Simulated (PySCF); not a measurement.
**Simulated characterisation data**

Gas phase, non-relativistic Hamiltonian, averaged over atoms made equivalent by symmetry, fast rotation or ring inversion, one conformer. Couplings computed with B3LYP/pcJ-1 (spin–dipole term left out of most H,H and C,H couplings); structure optimised with PBE0-D3(BJ)/def2-SVP; GIAO PBE0/pcSseg-1 shieldings; PySCF 2.14.0 with density-fitted response routines.

Referencing at the same level of theory: 1H, 13C vs TMS. Multiplet labels drop J under 1 Hz and among equivalent protons, and merge close values. Unscaled 3J(H,H) run several per cent high. One-bond C–F couplings are unscaled and too large by tens of Hz. Shifts are as computed. Against solution values, carbons near 30 ppm lie about +2 ppm off and those near 130 ppm about +5 ppm. Of 1211 compounds with measured shifts, 218 miss one by over three times the rms of a fit or turn the order of signals round; such compounds aren't used in these exercises.

**1.** SMILES FC1=C(C)C1=C, C5H5F. 1H NMR (500 MHz, computed): δ 3.67 (dd, J = 15.6, 1.2 Hz, 1H), 3.57 (dd, J = 10.9, 1.2 Hz, 1H), 2.03 (d, J = 8.6 Hz, 3H). 13C{1H} NMR (computed): δ 153.8 (C, d, J = 521.9 Hz), 129.8 (C, d, J = 1.5 Hz), 114.8 (C, d, J = 26.3 Hz), 59.2 (CH2, d, J = 4.5 Hz), 8.6 (CH3).

**2.** SMILES C#C[C@@H]1C[C@@H]1F, C5H5F. 1H NMR (500 MHz, computed): δ 4.15 (dtd, J = 68.5, 6.7, 3.7 Hz, 1H), 1.76 (d, J = 3.6 Hz, 1H), 1.20 (m, 1H), 1.01 (m, 1H), 0.85 (m, 1H). 13C{1H} NMR (computed): δ 84.0 (C, d, J = 5.9 Hz), 73.7 (CH), 71.1 (CH, d, J = 300.7 Hz), 16.2 (CH2, d, J = 7.4 Hz), 8.1 (CH, d, J = 9.3 Hz).
